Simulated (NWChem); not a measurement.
# the pair C3H3N···CH4O, step by step

Wanted: the energy (singlet C4H7NO, wB97X-D3/6-31+G*), then a single-point energy (singlet C3H3N, wB97X-D3/6-31+G*), then the energy (singlet CH4O, wB97X-D3/6-31+G*), then the energy (singlet C3H3N, wB97X-D3/6-31+G*), then the energy (singlet CH4O, wB97X-D3/6-31+G*) of C4H7NO and its partners. 

Program for the calculation: NWChem 7.3.0.

### 1 The structure to begin with

C4H7NO: 13 atoms, total charge 0, spin state singlet. The two molecules were placed rigidly side by side, at 1.1 times their contact distance; the pair isn't optimised.

Bond lengths: C1–C2 1.309 Å, C2–C3 1.271 Å, C3–N4 1.232 Å, C8–O9 1.409 Å, C1–H5 1.088 Å, C1–H6 1.088 Å, N4–H7 1.020 Å, C8–H10 1.090 Å, C8–H11 1.097 Å, C8–H12 1.097 Å, O9–H13 0.959 Å. Some angles: C1–C2–C3 177.6°, C2–C3–N4 173.2°, C2–C1–H5 121.6°, C2–C1–H6 121.8°, C3–N4–H7 114.3°, C8–O9–H13 108.5°, O9–C8–H10 107.0°, O9–C8–H11 112.4°, O9–C8–H12 112.4°, H5–C1–H6 116.6°.

### 2 A single-point energy at wB97X-D3/6-31+G(d) (spherical functions) (run 1)

calc.nw reads:

```
start calc
memory total 2200 mb

geometry noautosym nocenter noautoz
   C       -0.978960       1.197340       0.157910
   C       -0.180160       0.186940      -0.076190
   C        0.609240      -0.793860      -0.251790
   N        1.333340      -1.741260      -0.561290
   H       -1.577660       1.645540      -0.632190
   H       -1.079160       1.631940       1.150210
   H        1.873340      -2.126660       0.213310
   C        0.681480      -6.150420      -1.909300
   O        1.107680      -4.836570      -2.187880
   H       -0.057920      -6.413920      -2.666180
   H        0.205660      -6.235770      -0.924430
   H        1.501430      -6.877080      -1.966830
   H        1.758980      -4.581800      -1.531560
end

basis spherical bse
   C library 6-31+G*
   N library 6-31+G*
   H library 6-31+G*
   O library 6-31+G*
end

dft
   xc wb97x-d3
   grid fine
   convergence energy 1e-08
   iterations 100
   mulliken
   print low
end

task dft energy
```

On the command line:

```
$ nwchem calc.nw > calc.out
```

What it wrote, cut to the lines that bear on the results:

```text
[...]
 WARNING : Found     1 linear dependencies
 S eigenvalue threshold:     1.00000E-05
[...]
 d= 0,ls=0.0,diis     1   -287.4358638342 -4.68D+02  4.56D-02  3.55D+00    13.6
[...]
 d= 0,ls=0.0,diis    12   -286.4013608331 -1.30D-09  2.00D-06  4.53D-09   131.9
         Total DFT energy =     -286.401360833123
      One electron energy =     -743.306177665980
           Coulomb energy =      316.434565857212
    Exchange-Corr. energy =      -39.611816198237
 Nuclear repulsion energy =      180.083607955034
    Dispersion correction =       -0.001540781152
[...]
      Total Density - Mulliken Population Analysis
     ---------------------------------------------
    Atom       Charge   Shell Charges
 -----------   ------   -------------------------------------------------------
    1 C    6     6.71   2.00  0.68  2.05  0.69  1.08  0.12  0.07  0.04
    2 C    6     5.59   2.00  0.67  2.06  0.50  0.46 -0.29  0.16  0.03
    3 C    6     5.85   2.00  0.69  1.99  0.49  0.48  0.11  0.03  0.06
    4 N    7     7.67   2.00  0.79  2.42  1.06  1.30  0.04  0.01  0.04
    5 H    1     0.77   0.52  0.25
    6 H    1     0.78   0.52  0.25
    7 H    1     0.64   0.50  0.14
    8 C    6     6.40   2.00  0.66  2.06  0.63  0.87  0.06  0.05  0.06
    9 O    8     8.62   2.00  0.90  2.92  0.97  1.72 -0.00  0.08  0.03
   10 H    1     0.79   0.53  0.26
[...]
```

Run time: 2.2 min. Hardware: 1 thread of Intel Xeon Platinum 8488C (Sapphire Rapids), shared host; peak memory 0.13 GiB.

### 3 C3H3N: the energy at wB97X-D3/6-31+G(d) (spherical functions) (run 2)

struct.nw reads:

```
start struct
title "C3H3N"
memory total 2200 mb
geometry noautosym nocenter noautoz
  C     -0.978960     1.197340     0.157910
  C     -0.180160     0.186940    -0.076190
  C      0.609240    -0.793860    -0.251790
  N      1.333340    -1.741260    -0.561290
  H     -1.577660     1.645540    -0.632190
  H     -1.079160     1.631940     1.150210
  H      1.873340    -2.126660     0.213310
end
basis spherical bse
  * library 6-31+G*
end
dft
  xc wb97x-d3
  grid fine
  convergence energy 1e-08
  iterations 100
  mulliken
  noprint "final vectors analysis"
end
task dft
```

On the command line:

```
$ nwchem struct.nw > struct.out
```

What it wrote, cut to the lines that bear on the results:

```text
[...]
          Wavefunction type:  closed shell.
          No. of atoms     :     7
          No. of electrons :    28
[...]
          Charge           :     0
          Spin multiplicity:     1
[...]
          AO basis - number of functions:    78
[...]
              XC Information
              --------------
                    wb97x-d3  Method XC Functional
                     Hartree-Fock (Exact) Exchange  1.000
                      wb97x-d3 Exchange Functional  1.000
                   wb97x-d3 Correlation Functional  1.000
[...]
 WARNING : Found     1 linear dependencies
 S eigenvalue threshold:     1.00000E-05
[...]
 d= 0,ls=0.0,diis     1   -171.3130739504 -2.61D+02  2.22D+02  2.61D+00     3.9
[...]
 d= 0,ls=0.0,diis    16   -170.7151138992 -4.16D-10  1.59D-06  4.89D-09    49.3
         Total DFT energy =     -170.715113899189
      One electron energy =     -406.165433174802
           Coulomb energy =      169.892176824731
    Exchange-Corr. energy =      -24.141602508794
 Nuclear repulsion energy =       89.700372768353
    Dispersion correction =       -0.000627808678
[...]
      Total Density - Mulliken Population Analysis
     ---------------------------------------------
    Atom       Charge   Shell Charges
 -----------   ------   -------------------------------------------------------
    1 C    6     6.70   2.00  0.68  2.05  0.69  1.08  0.11  0.07  0.04
    2 C    6     5.59   2.00  0.67  2.07  0.49  0.46 -0.27  0.15  0.03
    3 C    6     5.88   2.00  0.69  1.99  0.49  0.48  0.10  0.06  0.06
    4 N    7     7.65   2.00  0.79  2.42  1.07  1.30  0.05 -0.01  0.04
    5 H    1     0.77   0.52  0.25
    6 H    1     0.78   0.52  0.25
    7 H    1     0.63   0.50  0.13
[...]
```

Run time: 50 s. Hardware: 1 thread of Intel Xeon Platinum 8488C (Sapphire Rapids), shared host; peak memory 0.11 GiB.

### 4 CH4O: a single-point energy at wB97X-D3/6-31+G(d) (spherical functions) (run 3)

ch4o.nw reads:

```
start ch4o
memory 2200 mb
geometry units angstrom noautosym nocenter noautoz
  C     0.681480   -6.150420   -1.909300
  O     1.107680   -4.836570   -2.187880
  H    -0.057920   -6.413920   -2.666180
  H     0.205660   -6.235770   -0.924430
  H     1.501430   -6.877080   -1.966830
  H     1.758980   -4.581800   -1.531560
end
basis spherical bse
  * library 6-31+G*
end
dft
  xc wb97x-d3
  mult 1
  grid fine
  convergence energy 1e-08
  maxiter 100
  mulliken
  print low
end
task dft energy
```

On the command line:

```
$ nwchem ch4o.nw > ch4o.out
```

What it wrote, cut to the lines that bear on the results:

```text
[...]
 d= 0,ls=0.0,diis     1   -115.6473829079 -1.56D+02  1.28D-02  3.58D-01     1.0
[...]
 d= 0,ls=0.0,diis     8   -115.6873367990 -9.51D-09  1.97D-06  4.39D-09     7.0
         Total DFT energy =     -115.687336798983
      One electron energy =     -237.110701236630
           Coulomb energy =       96.436038095028
    Exchange-Corr. energy =      -15.470428660125
 Nuclear repulsion energy =       40.457994093456
    Dispersion correction =       -0.000239090712
[...]
      Total Density - Mulliken Population Analysis
     ---------------------------------------------
    Atom       Charge   Shell Charges
 -----------   ------   -------------------------------------------------------
    1 C    6     6.38   2.00  0.66  2.07  0.63  0.87  0.05  0.05  0.06
    2 O    8     8.66   2.00  0.90  2.92  0.97  1.72  0.00  0.11  0.03
    3 H    1     0.79   0.53  0.26
    4 H    1     0.82   0.53  0.28
    5 H    1     0.82   0.53  0.28
    6 H    1     0.54   0.48  0.05
[...]
```

Run time: 7.8 s. Hardware: 1 thread of Intel Xeon Platinum 8488C (Sapphire Rapids), shared host; peak memory 0.11 GiB.

### 5 C3H3N among ghost functions: the energy at wB97X-D3/6-31+G(d) (spherical functions, with ghost functions) (run 4)

a.nw reads:

```
start a
memory stack 880 mb heap 220 mb global 1100 mb

geometry units au noautosym nocenter noautoz
   C  -1.84996629  2.26264468  0.29840665
   C  -0.34045306  0.35326540 -0.14397823
   C   1.15129674 -1.50017798 -0.47581414
   N   2.51964743 -3.29050451 -1.06068438
   H  -2.98134532  3.10961993 -1.19466596
   H  -2.03931684  3.08391965  2.17358189
   H   3.54009954 -4.01880496  0.40309748
   bqC      1.287811   -11.622609    -3.608054
   bqO      2.093212    -9.139793    -4.134494
   bqH     -0.109453   -12.120552    -5.038350
   bqH      0.388641   -11.783897    -1.746920
   bqH      2.837291   -12.995798    -3.716770
   bqH      3.323990    -8.658347    -2.894229
end

basis spherical bse
   C library 6-31+G*
   N library 6-31+G*
   H library 6-31+G*
   bqC library C 6-31+G*
   bqO library O 6-31+G*
   bqH library H 6-31+G*
end

dft
   xc wb97x-d3
   grid fine
   convergence energy 1e-08
   iterations 100
   mulliken
   noprint "final vectors analysis"
end

task dft
```

On the command line:

```
$ nwchem a.nw > a.out
```

What it wrote, cut to the lines that bear on the results:

```text
[...]
          Wavefunction type:  closed shell.
          No. of atoms     :    13
          No. of electrons :    28
[...]
          Charge           :     0
          Spin multiplicity:     1
[...]
          AO basis - number of functions:   122
[...]
              XC Information
              --------------
                    wb97x-d3  Method XC Functional
                     Hartree-Fock (Exact) Exchange  1.000
                      wb97x-d3 Exchange Functional  1.000
                   wb97x-d3 Correlation Functional  1.000
[...]
 WARNING : Found     1 linear dependencies
 S eigenvalue threshold:     1.00000E-05
[...]
 d= 0,ls=0.0,diis     1   -170.6629684671 -2.60D+02  1.45D-02  3.88D-01    13.4
[...]
 d= 0,ls=0.0,diis    11   -170.7152123717 -6.44D-09  4.72D-07  6.17D-09   120.9
         Total DFT energy =     -170.715212371675
      One electron energy =     -406.164878529818
           Coulomb energy =      169.891422709283
    Exchange-Corr. energy =      -24.141495024694
 Nuclear repulsion energy =       89.700366282198
    Dispersion correction =       -0.000627808643
[...]
      Total Density - Mulliken Population Analysis
     ---------------------------------------------
    Atom       Charge   Shell Charges
 -----------   ------   -------------------------------------------------------
    1 C    6     6.71   2.00  0.68  2.05  0.69  1.08  0.12  0.06  0.04
    2 C    6     5.60   2.00  0.67  2.07  0.50  0.46 -0.26  0.15  0.03
    3 C    6     5.86   2.00  0.69  1.99  0.49  0.48  0.09  0.07  0.06
    4 N    7     7.65   2.00  0.79  2.42  1.07  1.30  0.04 -0.01  0.04
    5 H    1     0.77   0.52  0.25
    6 H    1     0.78   0.52  0.25
    7 H    1     0.63   0.50  0.13
    8 X    0    -0.00   0.00  0.00  0.00 -0.00  0.00 -0.00 -0.00  0.00
    9 X    0    -0.00  -0.00 -0.00 -0.00  0.00  0.00  0.00 -0.00  0.00
   10 X    0    -0.00   0.00 -0.00
[...]
```

Run time: 2 min. Hardware: 1 thread of Intel Xeon Platinum 8488C (Sapphire Rapids), shared host; peak memory 0.12 GiB.

### 6 CH4O among ghost functions: a single-point energy at wB97X-D3/6-31+G(d) (spherical functions, with ghost functions) (run 5)

ch4o.nw reads:

```
start ch4o
memory total 2200 mb

geometry units angstroms noautosym nocenter noautoz
 C      0.681480    -6.150420    -1.909300
 O      1.107680    -4.836570    -2.187880
 H     -0.057920    -6.413920    -2.666180
 H      0.205660    -6.235770    -0.924430
 H      1.501430    -6.877080    -1.966830
 H      1.758980    -4.581800    -1.531560
 bqC     -0.978960     1.197340     0.157910
 bqC     -0.180160     0.186940    -0.076190
 bqC      0.609240    -0.793860    -0.251790
 bqN      1.333340    -1.741260    -0.561290
 bqH     -1.577660     1.645540    -0.632190
 bqH     -1.079160     1.631940     1.150210
 bqH      1.873340    -2.126660     0.213310
end

basis spherical bse
 C library 6-31+G*
 O library 6-31+G*
 H library 6-31+G*
 bqC library C 6-31+G*
 bqN library N 6-31+G*
 bqH library H 6-31+G*
end

dft
 xc wb97x-d3
 grid fine
 convergence energy 1e-08
 iterations 100
 mulliken
 print low
end

task dft energy
```

On the command line:

```
$ nwchem ch4o.nw > ch4o.out
```

What it wrote, cut to the lines that bear on the results:

```text
[...]
 WARNING : Found     1 linear dependencies
 S eigenvalue threshold:     1.00000E-05
[...]
 d= 0,ls=0.0,diis     1   -115.6488130189 -1.56D+02  1.14D-02  3.58D-01    13.6
[...]
 d= 0,ls=0.0,diis     8   -115.6875424839 -9.56D-09  8.40D-07  4.61D-09    91.6
         Total DFT energy =     -115.687542483914
      One electron energy =     -237.110183155956
           Coulomb energy =       96.435313219370
    Exchange-Corr. energy =      -15.470427550072
 Nuclear repulsion energy =       40.457994093456
    Dispersion correction =       -0.000239090712
[...]
      Total Density - Mulliken Population Analysis
     ---------------------------------------------
    Atom       Charge   Shell Charges
 -----------   ------   -------------------------------------------------------
    1 C    6     6.40   2.00  0.66  2.06  0.64  0.87  0.06  0.05  0.06
    2 O    8     8.64   2.00  0.90  2.92  0.97  1.73 -0.00  0.09  0.03
    3 H    1     0.79   0.53  0.26
    4 H    1     0.82   0.53  0.28
    5 H    1     0.82   0.53  0.28
    6 H    1     0.53   0.48  0.05
    7 X    0     0.00  -0.00 -0.00 -0.00  0.00  0.00  0.00  0.00 -0.00
    8 X    0    -0.00  -0.00 -0.00 -0.00  0.00  0.00 -0.01  0.01 -0.00
    9 X    0    -0.01   0.00  0.00  0.00 -0.00  0.00  0.01 -0.02  0.00
   10 X    0     0.02   0.00  0.00 -0.00 -0.00  0.00  0.00  0.02 -0.00
[...]
```

Wall time 92 s (1 thread of Intel Xeon Platinum 8488C (Sapphire Rapids), shared host); peak memory 0.12 GiB.

### 7 What came out

```
                                                                                                                 quantity          value
                                                                                    run 1, wB97X-D3/6-31+G*: total energy  -286.40136 Eh
                                                                               run 1, wB97X-D3/6-31+G*: dispersion energy   -4.05 kJ/mol
                                                                                                      C3H3N: total energy  -170.71511 Eh
                                                                                                     C3H3N: dipole moment         2.19 D
                                                                                                 C3H3N: dispersion energy   -1.65 kJ/mol
                                                                                                       CH4O: total energy  -115.68734 Eh
                                                                                                  CH4O: dispersion energy   -0.63 kJ/mol
                                                                                C3H3N among ghost functions: total energy  -170.71521 Eh
                                                                               C3H3N among ghost functions: dipole moment         2.19 D
                                                                           C3H3N among ghost functions: dispersion energy   -1.65 kJ/mol
                                                                                 CH4O among ghost functions: total energy  -115.68754 Eh
                                                                            CH4O among ghost functions: dispersion energy   -0.63 kJ/mol
              interaction energy of the rigid parts C3H3N and CH4O (parts in their own basis; closest atoms 3.01 Å apart)       0.030 eV
interaction energy of the rigid parts C3H3N and CH4O (parts in the whole basis, counterpoise; closest atoms 3.01 Å apart)       0.038 eV
```

**Reading.** The interaction energy of the rigid parts C3H3N and CH4O (parts in their own basis; closest atoms 3.01 Å apart) is 0.03 eV (0.7 kcal/mol): the parts repel at this shape. Without counterpoise this holds the superposition error of the basis. The interaction energy of the rigid parts C3H3N and CH4O (parts in the whole basis, counterpoise; closest atoms 3.01 Å apart) is 0.04 eV (3.7 kJ/mol): the parts repel at this shape. The basis-set superposition error is 0.8 kJ/mol. Mulliken charges (run 1, wB97X-D3/6-31+G*) run from -0.71 on C1 to +0.47 on H13; in a basis this large or diffuse they mean little.
